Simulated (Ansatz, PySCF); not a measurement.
Molecule: pyrrole, C4H5N (charge 0, singlet). SMILES: c1cc[nH]c1
Structure (B3LYP-D3(BJ)/def2-TZVP (Ansatz, a quantum-chemistry and plane-wave program) minimum search):
```
N
H 1 1.0036
C 1 1.3709 2 125.06
C 1 1.3709 2 125.06 3 180.00
C 4 1.3739 1 107.64 2 -180.00
C 3 1.3739 1 107.64 2 180.00
H 3 1.0761 1 121.31 2 0.00
H 4 1.0761 1 121.31 2 0.00
H 5 1.0770 4 125.75 8 0.00
H 6 1.0770 3 125.75 7 0.00
```
Charge 0, spin multiplicity 1.


Property: enthalpy of formation at 298 K (from the atomisation energy, B3LYP-D3(BJ)/def2-TZVP harmonic zero-point and thermal terms from PySCF, and the atoms' enthalpies of formation in the G2/97 table; no spin-orbit terms, and no core term in the frozen-core levels), in kcal/mol. Correlated levels leave the core frozen unless marked. Open shells are spin-unrestricted. Spin-orbit coupling is left out. No relativistic terms. The coupled-cluster limit lacks core correlation, which all-electron functionals hold. Basis-set limits of correlation are two-point, X^-3; Hartree-Fock from the larger set. [CCSD(T)-MP2]/basis is that difference in the basis named.

```tsv
level	program	enthalpy of formation at 298 K (kcal/mol)	minus last row
HF/STO-3G	Ansatz	232.5	203.2
HF/6-31G*	Ansatz	340.9	311.6
RI-HF/aug-cc-pVTZ	Ansatz	333.1	303.8
revPBE-D4/def2-TZVPD	Ansatz + dftd4	12.9	-16.4
B3LYP-D3(BJ)/def2-TZVPD	Ansatz + dftd3	22.0	-7.3
B3LYP-D4/def2-TZVPD	Ansatz + dftd4	22.6	-6.7
PBE0/6-31G*	Ansatz	16.7	-12.6
PBE0-D3(BJ)/def2-TZVPD	Ansatz + dftd3	8.3	-21.0
PBE0-D4/def2-TZVPD	Ansatz + dftd4	8.5	-20.8
CAM-B3LYP-D3(BJ)/def2-TZVPD	Ansatz + dftd3	20.1	-9.2
wB97X/def2-TZVPD	Ansatz	26.4	-2.9
MP2/6-31G	Ansatz	171.8	142.5
CCSD/6-31G*	Ansatz	133.6	104.3
CCSD(T)/cc-pVTZ	Ansatz	59.1	29.8
RI-MP2/CBS(cc-pVTZ,cc-pVQZ)+[CCSD(T)-MP2]/cc-pVTZ	Ansatz	29.3	0.0
```
